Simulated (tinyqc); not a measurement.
Inside a calculation. Method: MP2 on RHF in the sto-3g basis, for LiH, spin multiplicity 1. Computed by tinyqc, a small Python program that keeps every step (integrals from PySCF). Settings: charge = 0, multiplicity = 1, basis = sto-3g, method = RHF, energy threshold = 1e-10, iteration cap = 54, orthogonalisation = symmetric, start = Wolfsberg-Helmholz matrix, DIIS depth = 6. Command: `OMP_NUM_THREADS=1 python tinyqc.py 22647 22648 out.jsonl` (the two numbers bound the seeds that draw the settings). One thread of a shared host (Intel(R) Xeon(R) Processor @ 2.60GHz), about 0.1 s of CPU time with the checks. The early iterations of the SCF are left out here.

## One-electron integrals

Geometry (angstrom):
```
atom         x         y         z
Li    0.000000  0.000000  0.000000
H     0.000000  0.000000  1.885000
```

Basis sto-3g: exponents (1/bohr^2) and contraction coefficients of normalised primitives:
```
element  l (shell)   exponent  coefficient
Li           s (1)  16.119575     0.154329
Li           s (1)   2.936201     0.535328
Li           s (1)   0.794651     0.444635
Li           s (2)   0.636290    -0.099967
Li           s (2)   0.147860     0.399513
Li           s (2)   0.048089     0.700115
Li           p (3)   0.636290     0.155916
Li           p (3)   0.147860     0.607684
Li           p (3)   0.048089     0.391957
H            s (1)   3.425251     0.154329
H            s (1)   0.623914     0.535328
H            s (1)   0.168855     0.444635
```

Overlap, kinetic and nuclear-attraction integrals over the contracted functions; the nuclear repulsion is the sum of Za Zb / Rab.

nuclear repulsion = 0.84219185 hartree

overlap S, order 1Li 1s, 1Li 2s, 1Li 2px, 1Li 2py, 1Li 2pz, 2H 1s:
```
[[1.000000, 0.241137, 0.000000, 0.000000, 0.000000, 0.035821],
 [0.241137, 1.000000, 0.000000, 0.000000, 0.000000, 0.325457],
 [0.000000, 0.000000, 1.000000, 0.000000, 0.000000, 0.000000],
 [0.000000, 0.000000, 0.000000, 1.000000, 0.000000, 0.000000],
 [0.000000, 0.000000, 0.000000, 0.000000, 1.000000, 0.450349],
 [0.035821, 0.325457, 0.000000, 0.000000, 0.450349, 1.000000]]
```

kinetic energy T (hartree), order 1Li 1s, 1Li 2s, 1Li 2px, 1Li 2py, 1Li 2pz, 2H 1s:
```
[[3.576786, -0.020237, 0.000000, 0.000000, 0.000000, -0.010778],
 [-0.020237, 0.102163, 0.000000, 0.000000, 0.000000, 0.025079],
 [0.000000, 0.000000, 0.319682, 0.000000, 0.000000, 0.000000],
 [0.000000, 0.000000, 0.000000, 0.319682, 0.000000, 0.000000],
 [0.000000, 0.000000, 0.000000, 0.000000, 0.319682, 0.087367],
 [-0.010778, 0.025079, 0.000000, 0.000000, 0.087367, 0.760032]]
```

nuclear attraction V (hartree), order 1Li 1s, 1Li 2s, 1Li 2px, 1Li 2py, 1Li 2pz, 2H 1s:
```
[[-8.263612, -1.032037, 0.000000, 0.000000, -0.011604, -0.150104],
 [-1.032037, -1.467882, 0.000000, 0.000000, -0.105669, -0.556274],
 [0.000000, 0.000000, -1.430491, 0.000000, 0.000000, 0.000000],
 [0.000000, 0.000000, 0.000000, -1.430491, 0.000000, 0.000000],
 [-0.011604, -0.105669, 0.000000, 0.000000, -1.513885, -0.778628],
 [-0.150104, -0.556274, 0.000000, 0.000000, -0.778628, -2.068234]]
```

core Hamiltonian H = T + V (hartree), order 1Li 1s, 1Li 2s, 1Li 2px, 1Li 2py, 1Li 2pz, 2H 1s:
```
[[-4.686826, -1.052275, 0.000000, 0.000000, -0.011604, -0.160882],
 [-1.052275, -1.365718, 0.000000, 0.000000, -0.105669, -0.531195],
 [0.000000, 0.000000, -1.110809, 0.000000, 0.000000, 0.000000],
 [0.000000, 0.000000, 0.000000, -1.110809, 0.000000, 0.000000],
 [-0.011604, -0.105669, 0.000000, 0.000000, -1.194203, -0.691261],
 [-0.160882, -0.531195, 0.000000, 0.000000, -0.691261, -1.308203]]
```

## Two-electron integrals

Functions are numbered as in S; the eight-fold symmetry (ij|kl) = (ji|kl) = (kl|ij) leaves the list below.

Two-electron integrals (ij|kl) in chemists' order, unique and non-zero (hartree):
```
(11|11) 1.680395   (21|11) 0.265420   (21|21) 0.049941   (22|11) 0.397727
(22|21) 0.092860   (22|22) 0.290562   (31|31) 0.008981   (32|31) 0.013788
(32|32) 0.064184   (33|11) 0.396640   (33|21) 0.092880   (33|22) 0.290497
(33|33) 0.312946   (41|41) 0.008981   (42|41) 0.013788   (42|42) 0.064184
(43|43) 0.016869   (44|11) 0.396640   (44|21) 0.092880   (44|22) 0.290497
(44|33) 0.279207   (44|44) 0.312946   (51|51) 0.008981   (52|51) 0.013788
(52|52) 0.064184   (53|53) 0.016869   (54|54) 0.016869   (55|11) 0.396640
(55|21) 0.092880   (55|22) 0.290497   (55|33) 0.279207   (55|44) 0.279207
(55|55) 0.312946   (61|11) 0.038009   (61|21) 0.007201   (61|22) 0.013692
(61|33) 0.013532   (61|44) 0.013532   (61|51) 0.000878   (61|52) 0.001712
(61|55) 0.014017   (61|61) 0.001140   (62|11) 0.110444   (62|21) 0.026198
(62|22) 0.089448   (62|33) 0.084528   (62|44) 0.084528   (62|51) 0.004175
(62|52) 0.027466   (62|55) 0.099201   (62|61) 0.004544   (62|62) 0.049111
(63|31) 0.001860   (63|32) 0.009240   (63|53) 0.003988   (63|63) 0.003086
(64|41) 0.001860   (64|42) 0.009240   (64|54) 0.003988   (64|64) 0.003086
(65|11) 0.143371   (65|21) 0.034302   (65|22) 0.121046   (65|33) 0.112735
(65|44) 0.112735   (65|51) 0.006440   (65|52) 0.042208   (65|55) 0.137542
(65|61) 0.006134   (65|62) 0.072116   (65|65) 0.106952   (66|11) 0.280434
(66|21) 0.067518   (66|22) 0.254678   (66|33) 0.232425   (66|44) 0.232425
(66|51) 0.011368   (66|52) 0.095202   (66|55) 0.299039   (66|61) 0.012035
(66|62) 0.178714   (66|65) 0.271286   (66|66) 0.774606
```

## Orthogonalisation

S = U s U^T; symmetric (Loewdin) form X = U s^(-1/2) U^T, so that X^T S X = 1.

eigenvalues of S: [0.432921, 0.801912, 1.000000, 1.000000, 1.179147, 1.586021]

X, order 1Li 1s, 1Li 2s, 1Li 2px, 1Li 2py, 1Li 2pz, 2H 1s:
```
[[1.023401, -0.130500, 0.000000, 0.000000, -0.007192, 0.016753],
 [-0.130500, 1.077004, 0.000000, 0.000000, 0.073382, -0.208633],
 [0.000000, 0.000000, 1.000000, 0.000000, 0.000000, 0.000000],
 [0.000000, 0.000000, 0.000000, 1.000000, 0.000000, 0.000000],
 [-0.007192, 0.073382, 0.000000, 0.000000, 1.099311, -0.283367],
 [0.016753, -0.208633, 0.000000, 0.000000, -0.283367, 1.151770]]
```

## Iteration 8 (converged): orbitals

converged F (hartree), order 1Li 1s, 1Li 2s, 1Li 2px, 1Li 2py, 1Li 2pz, 2H 1s:
```
[[-2.354748, -0.641019, 0.000000, 0.000000, 0.014582, -0.098511],
 [-0.641019, -0.216750, 0.000000, 0.000000, -0.082471, -0.228785],
 [0.000000, 0.000000, 0.163008, 0.000000, 0.000000, 0.000000],
 [0.000000, 0.000000, 0.000000, 0.163008, 0.000000, 0.000000],
 [0.014582, -0.082471, 0.000000, 0.000000, 0.029872, -0.214769],
 [-0.098511, -0.228785, 0.000000, 0.000000, -0.214769, -0.106035]]
```

Diagonalise F' = X^T F X, C = X C', fill 2 alpha and 2 beta electrons from the bottom; D = 2 C_occ C_occ^T. Each column has its largest component positive (the first on a tie).

F' = X^T F X (hartree):
```
[[-2.301439, -0.359306, 0.000000, 0.000000, 0.014659, 0.004448],
 [-0.359306, -0.025072, 0.000000, 0.000000, 0.010976, -0.232774],
 [0.000000, 0.000000, 0.163008, 0.000000, 0.000000, 0.000000],
 [0.000000, 0.000000, 0.000000, 0.163008, 0.000000, 0.000000],
 [0.014659, 0.010976, 0.000000, 0.000000, 0.156355, -0.272673],
 [0.004448, -0.232774, 0.000000, 0.000000, -0.272673, 0.092572]]
```

orbital energies (hartree): [-2.357268, -0.260220, 0.074923, 0.163008, 0.163008, 0.464981]

coefficients C, order 1Li 1s, 1Li 2s, 1Li 2px, 1Li 2py, 1Li 2pz, 2H 1s:
```
[[0.991401, -0.154126, -0.213122, 0.000000, 0.000000, 0.112523],
 [0.033420, 0.478694, 0.798068, 0.000000, 0.000000, -0.598920],
 [0.000000, 0.000000, 0.000000, -0.094323, 0.995542, 0.000000],
 [0.000000, 0.000000, 0.000000, 0.995542, 0.094323, 0.000000],
 [-0.004921, 0.335818, -0.604014, 0.000000, 0.000000, -0.903652],
 [0.000055, 0.570738, -0.167856, 0.000000, 0.000000, 1.047264]]
```

D after iteration 8, order 1Li 1s, 1Li 2s, 1Li 2px, 1Li 2py, 1Li 2pz, 2H 1s:
```
[[2.013260, -0.081294, 0.000000, 0.000000, -0.113274, -0.175822],
 [-0.081294, 0.460529, 0.000000, 0.000000, 0.321179, 0.546421],
 [0.000000, 0.000000, 0.000000, 0.000000, 0.000000, 0.000000],
 [0.000000, 0.000000, 0.000000, 0.000000, 0.000000, 0.000000],
 [-0.113274, 0.321179, 0.000000, 0.000000, 0.225595, 0.383327],
 [-0.175822, 0.546421, 0.000000, 0.000000, 0.383327, 0.651483]]
```

Within a degenerate level the vectors are fixed only up to a rotation; this is one choice.

## Convergence

Stop when the energy changes by less than 1e-10 hartree and every element of the error matrix X^T (F D S - S D F) X is below 3e-06.

Course of the cycle:
```
iteration  E (hartree)     change  largest element of the error matrix
1          -7.82566705          -                             6.11e-02
2          -7.83790848  -1.22e-02                             2.49e-02
3          -7.84154820  -3.64e-03                             1.20e-02
4          -7.84253934  -9.91e-04                             1.13e-03
5          -7.84254052  -1.17e-06                             6.75e-04
6          -7.84254125  -7.39e-07                             2.76e-05
7          -7.84254126  -1.65e-09                             6.45e-06
8          -7.84254126  -7.09e-11                             1.81e-07
```

PySCF RHF in the same basis = -7.84254126 hartree

Converged in 8 iterations.

## Integrals over molecular orbitals

(pq|rs) = sum C_ip C_jq C_kr C_ls (ij|kl), one index at a time.

one-electron integrals over orbitals h = C^T H C (hartree):
```
[[-4.677719, 0.098212, 0.163911, 0.000000, 0.000000, -0.048774],
 [0.098212, -1.389526, 0.024035, 0.000000, 0.000000, 0.008713],
 [0.163911, 0.024035, -1.107790, 0.000000, 0.000000, 0.025043],
 [0.000000, 0.000000, 0.000000, -1.110809, 0.000000, 0.000000],
 [0.000000, 0.000000, 0.000000, 0.000000, -1.110809, 0.000000],
 [-0.048774, 0.008713, 0.025043, 0.000000, 0.000000, -0.992569]]
```

Two-electron integrals over orbitals (pq|rs), unique and non-zero (hartree):
```
(11|11) 1.659044    (21|11) -0.102262   (21|21) 0.011039    (22|11) 0.336223
(22|21) 0.004050    (22|22) 0.467900    (31|11) -0.140521   (31|21) 0.010678
(31|22) -0.013091   (31|31) 0.021929    (32|11) 0.020263    (32|21) -0.002793
(32|22) -0.053883   (32|31) -0.000010   (32|32) 0.016670    (33|11) 0.393856
(33|21) -0.009674   (33|22) 0.216801    (33|31) 0.001346    (33|32) 0.011249
(33|33) 0.333857    (41|41) 0.009814    (42|41) 0.007317    (42|42) 0.022044
(43|41) 0.010318    (43|42) 0.019684    (43|43) 0.041305    (44|11) 0.396335
(44|21) -0.003856   (44|22) 0.256503    (44|31) -0.005037   (44|32) 0.009402
(44|33) 0.281036    (44|44) 0.312946    (51|51) 0.009814    (52|51) 0.007317
(52|52) 0.022044    (53|51) 0.010318    (53|52) 0.019684    (53|53) 0.041305
(54|54) 0.016869    (55|11) 0.396335    (55|21) -0.003856   (55|22) 0.256503
(55|31) -0.005037   (55|32) 0.009402    (55|33) 0.281036    (55|44) 0.279207
(55|55) 0.312946    (61|11) 0.066640    (61|21) -0.009476   (61|22) -0.007633
(61|31) -0.004059   (61|32) 0.002426    (61|33) 0.011599    (61|44) 0.001307
(61|55) 0.001307    (61|61) 0.010538    (62|11) -0.066518   (62|21) 0.002600
(62|22) 0.114846    (62|31) 0.002967    (62|32) -0.038903   (62|33) -0.017525
(62|44) -0.028722   (62|55) -0.028722   (62|61) 0.000303    (62|62) 0.127537
(63|11) 0.019851    (63|21) -0.002648   (63|22) -0.053854   (63|31) 0.004138
(63|32) 0.012958    (63|33) 0.036130    (63|44) 0.005029    (63|55) 0.005029
(63|61) 0.004362    (63|62) -0.035276   (63|63) 0.028014    (64|41) -0.006109
(64|42) -0.019178   (64|43) -0.012947   (64|64) 0.019738    (65|51) -0.006109
(65|52) -0.019178   (65|53) -0.012947   (65|65) 0.019738    (66|11) 0.358300
(66|21) 0.001560    (66|22) 0.439513    (66|31) -0.011160   (66|32) -0.046632
(66|33) 0.239531    (66|44) 0.263393    (66|55) 0.263393    (66|61) -0.004566
(66|62) 0.115200    (66|63) -0.045396   (66|66) 0.438471
```

## Second-order Moller-Plesset energy

Hartree-Fock energy = -7.84254126 hartree

E2 = sum_ijab (ia|jb) [2 (ia|jb) - (ib|ja)] / (e_i + e_j - e_a - e_b) over occupied i, j and virtual a, b; the opposite-spin part is (ia|jb)^2 / denominator, the rest is same-spin, and SCS-MP2 scales them by 6/5 and 1/3.

Terms:
```
i  j  a  b    (ia|jb)    (ib|ja)  denominator       term
2  2  6  6   0.127537   0.127537    -1.450402  -0.011215
2  2  6  3  -0.038903  -0.038903    -1.060345  -0.001427
2  2  3  6  -0.038903  -0.038903    -1.060345  -0.001427
2  2  5  5   0.022044   0.022044    -0.846457  -0.000574
2  2  4  4   0.022044   0.022044    -0.846457  -0.000574
2  2  3  3   0.016670   0.016670    -0.670288  -0.000415
1  1  3  3   0.021929   0.021929    -4.864383  -0.000099
1  1  6  6   0.010538   0.010538    -5.644498  -0.000020
1  1  5  5   0.009814   0.009814    -5.040553  -0.000019
1  1  4  4   0.009814   0.009814    -5.040553  -0.000019
1  2  5  5   0.007317   0.007317    -2.943505  -0.000018
2  1  5  5   0.007317   0.007317    -2.943505  -0.000018
2  1  4  4   0.007317   0.007317    -2.943505  -0.000018
1  2  4  4   0.007317   0.007317    -2.943505  -0.000018
1  2  3  6   0.002967   0.002426    -3.157393  -3.30e-06
2  1  6  3   0.002967   0.002426    -3.157393  -3.30e-06
1  1  6  3  -0.004059  -0.004059    -5.254440  -3.14e-06
1  1  3  6  -0.004059  -0.004059    -5.254440  -3.14e-06
2  1  3  6   0.002426   0.002967    -3.157393  -1.45e-06
1  2  6  3   0.002426   0.002967    -3.157393  -1.45e-06
2  1  6  6   0.000303   0.000303    -3.547450  -2.59e-08
1  2  6  6   0.000303   0.000303    -3.547450  -2.59e-08
2  1  3  3  -0.000010  -0.000010    -2.767335  -3.72e-11
1  2  3  3  -0.000010  -0.000010    -2.767335  -3.72e-11
```

Pair energies (hartree; pair i-j sums ij and ji):
```
pair  opposite spin  same spin
1-1       -0.000163          0
2-1       -0.000082  -1.85e-07
2-2       -0.015632          0
```

MP2 correlation energy = -0.01587739 hartree

SCS-MP2 correlation energy = -0.01905271 hartree

MP2 total energy = -7.85841865 hartree
